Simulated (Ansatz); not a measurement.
# PH3 (SMILES P): single points off equilibrium

Aim: energy, forces and dipole at a structure displaced at random from a GFN2-xTB minimum, from CCSD(T) and from density functionals.

The runs use Ansatz 0.2.0, Gaussian basis; single points in def2-TZVPP.

Cores are frozen in the correlated methods.

## (1) Starting geometry

4 atoms, charge 0, spin multiplicity 1.

Atoms are counted from 1 here; the program's logs count them from 0.

Bond lengths: P1–H2 1.379 Å, P1–H3 1.330 Å, P1–H4 1.477 Å. Angles: H2–P1–H3 92.0°, H2–P1–H4 104.2°, H3–P1–H4 91.8°.

As a file:

```xyz
4
charge 0, multiplicity 1
P     0.3356   -0.2033   -0.2454
H     0.6413   -0.1235    1.0970
H    -0.9142   -0.5772    0.0130
H    -0.0964    1.1640   -0.5995
```

## (2) CCSD(T)/def2-TZVPP

Input file run/in.yaml:

```yaml
crystal:
  periodic: [false, false, false]
  atoms:
    - {symbol: P, position_ang: [0.335600, -0.203300, -0.245400]}
    - {symbol: H, position_ang: [0.641300, -0.123500, 1.097000]}
    - {symbol: H, position_ang: [-0.914200, -0.577200, 0.013000]}
    - {symbol: H, position_ang: [-0.096400, 1.164000, -0.599500]}
basis:
  gaussian: {orbitals: def2-TZVPP}
correlation: {method: ccsd_t}
output: {forces: true}
```

The command line of these runs was not kept.

## (3) PBE0-D4/def2-TZVPP

run/in.yaml, as its differences from that of step 2:

```diff
@@ -9,3 +9,3 @@
   gaussian: {orbitals: def2-TZVPP}
-correlation: {method: ccsd_t}
-output: {forces: true}
+hamiltonian: {xc: pbe0, dispersion: d4}
+output: {forces: true, orbitals: {seedname: orbitals}}
```

## (4) wB97M-V/def2-TZVPP

run/in.yaml, as its differences from that of step 3:

```diff
@@ -9,3 +9,3 @@
   gaussian: {orbitals: def2-TZVPP}
-hamiltonian: {xc: pbe0, dispersion: d4}
-output: {forces: true, orbitals: {seedname: orbitals}}
+hamiltonian: {xc: {name: wB97M-V}}
+output: {forces: true}
```

## (5) r2SCAN-D4/def2-TZVPP

run/in.yaml, as its differences from that of step 4:

```diff
@@ -9,3 +9,3 @@
   gaussian: {orbitals: def2-TZVPP}
-hamiltonian: {xc: {name: wB97M-V}}
+hamiltonian: {xc: r2scan, dispersion: d4}
 output: {forces: true}
```

## (6) PBE-D4/def2-TZVPP

run/in.yaml, as its differences from that of step 5:

```diff
@@ -9,3 +9,3 @@
   gaussian: {orbitals: def2-TZVPP}
-hamiltonian: {xc: r2scan, dispersion: d4}
+hamiltonian: {xc: pbe, dispersion: d4}
 output: {forces: true}
```

## (7) revPBE-D4/def2-TZVPP

run/in.yaml, as its differences from that of step 6:

```diff
@@ -9,3 +9,3 @@
   gaussian: {orbitals: def2-TZVPP}
-hamiltonian: {xc: pbe, dispersion: d4}
+hamiltonian: {xc: {name: revPBE}, dispersion: d4}
 output: {forces: true}
```

## (8) r2SCANh-D4/def2-TZVPP

run/in.yaml, as its differences from that of step 7:

```diff
@@ -9,3 +9,3 @@
   gaussian: {orbitals: def2-TZVPP}
-hamiltonian: {xc: {name: revPBE}, dispersion: d4}
+hamiltonian: {xc: {name: r2SCANh}, dispersion: d4}
 output: {forces: true}
```

(Steps that only read results are left out.)

Before running it: what results should come out? Wanted: energy less free atoms, CCSD(T)/def2-TZVPP; RMS force component; RMS force error; HOMO and LUMO, PBE0-D4; T1 diagnostic.

The runs gave:

```
                                  quantity                                                                                                value
energy less free atoms, CCSD(T)/def2-TZVPP                                                                                            -9.988 eV
                       RMS force component                                                                 1.059 to 1.209 eV/Å over the methods
                           RMS force error  PBE0-D4 0.073, wB97M-V 0.029, r2SCAN-D4 0.078, PBE-D4 0.226, revPBE-D4 0.243, r2SCANh-D4 0.039 eV/Å
                    HOMO and LUMO, PBE0-D4                                                                                    -7.64 and 0.49 eV
                             T1 diagnostic                                                                                                0.013
```

Against CCSD(T) the functionals' energies less atoms differ by -0.459 to -0.072 eV, PBE-D4 by -0.188 eV. A larger basis would deepen the CCSD(T) value, while the functionals are nearly converged already, so the order here is not reliable. On forces the order runs from wB97M-V to revPBE-D4. Frozen-core CCSD(T) forces in triple zeta carry basis errors of their own, and this is one geometry, so small gaps rank nothing.
